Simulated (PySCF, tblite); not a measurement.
# C4H6 (triplet): geometry, infrared bands and EPR parameters

Wanted: the infrared bands and EPR parameters of C4H6 (triplet) (`C=C[C]C`), by calculation.

The runs use tblite 0.8.0 and PySCF 2.14.0, with density-fitted response routines of our own; the level of theory stands in each step. All values are computed, except where a source is named. Atoms are numbered from 0 throughout.

**1. Starting geometry**

10 atoms, charge 0, multiplicity 3; geometry from: force field or distance geometry start.

Bonds of the start (Å): C0–C1 1.33, C1–C2 1.43, C2–C3 1.45, C0–H4 1.10, C0–H5 1.08, C1–H6 1.09, C3–H7 1.09, C3–H8 1.11, C3–H9 1.10.

**2. Geometry optimisation with GFN2-xTB**

Job settings and geometry (Å):

```
{"job": {"kind": "relax", "xc": "GFN2-xTB", "basis": "xTB"}, "charge": 0, "multiplicity": 3}
C     -1.943600    -0.079000    -0.032100
C     -0.878300     0.660700     0.249100
C      0.441300     0.175700    -0.020800
C      1.778200    -0.303600    -0.324000
H     -2.948700     0.293700     0.195700
H     -1.876400    -1.056900    -0.493500
H     -0.979100     1.637500     0.715100
H      2.305100     0.370600    -0.995200
H      2.375200    -0.392200     0.602800
H      1.735200    -1.301800    -0.775800
```

Launch:

```
$ OMP_NUM_THREADS=1 python probes_run.py task.json out
```

One launch serves the whole session: the jobs run in the order shown.

**Question.** This job is followed by: GFN2-xTB harmonic vibrations, gas phase; UKS B3LYP, pcH-1 on C H, non-relativistic, mean-field spin-orbit, GIAO. Predict these results of the whole session: strongest single infrared mode (GFN2-xTB); zero-point energy (GFN2-xTB); D, E (B3LYP); g(iso) (B3LYP); ⟨S²⟩; largest a(iso) (averaged by class); surface potential, 1st and 99th percentile.

**Answer**, as computed:

| quantity | value |
| --- | --- |
| strongest single infrared mode (GFN2-xTB) | 1548 cm⁻¹, 49 km/mol |
| zero-point energy (GFN2-xTB) | 49.8 kcal/mol |
| D, E (B3LYP) | 0.386, 0.011 cm⁻¹ |
| g(iso) (B3LYP) | 2.00239 |
| ⟨S²⟩ | 2.034 (exact 2.00) |
| largest a(iso) (averaged by class) | 13C on C2, 185.0 MHz |
| surface potential, 1st and 99th percentile | -0.68 V and 0.85 V |

**Reading.** Relaxing lowered the energy by 0.420 eV in 36 steps; the close pair that moved most is C1–C2, from 1.432 to 1.348 Å. All 24 modes are real, so the xTB geometry is a minimum. The strongest single mode, at 1548 cm⁻¹, moves mainly C2 and C1. GFN2-xTB is a fitted tight-binding method: band positions and strengths are rough. Its intensities can rank the bands wrongly. The largest share of the spin, 1.54 e, sits on C2. The isotropic g lies 0.1 ppt above the free-electron value. The triplet studied here may not be the ground state; the singlet was not compared.
